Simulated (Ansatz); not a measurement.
Basis-set extrapolation for `O=C(O)CCO` (PBE0-D4/def2-TZVP geometry, frozen core, Ansatz). Multiplicity 1, RHF reference.

```json
{"": "HF", "def2-TZVPP": "-341.848345", "def2-QZVPP": "-341.863973"}
{"": "MP2 correlation", "def2-TZVPP": "-1.202456", "def2-QZVPP": "-1.292298"}
{"": "CCSD(T) correlation", "def2-TZVPP": "-1.276140", "def2-QZVPP": "not run"}
```

Energies in hartree. Use E(X) = E(∞) + A·exp(−7.88·√X) for Hartree–Fock and E(X) = E(∞) + B·X^(−2.97) for correlation, with X = 3 and 4, and add CCSD(T) minus MP2 of the smaller set to the MP2 limit.

Task: What is the CCSD(T) energy at the basis-set limit?

Result: HF limit: -341.863973 + (-0.015628) × 0.13774 = -341.86613. MP2 limit: -1.292298 + (-0.089842) × 0.74074 = -1.35885. Higher-order term: -1.276140 − (-1.202456) = -0.07368. Total: -343.29866 hartree, 4.74 eV below CCSD(T)/def2-TZVPP.
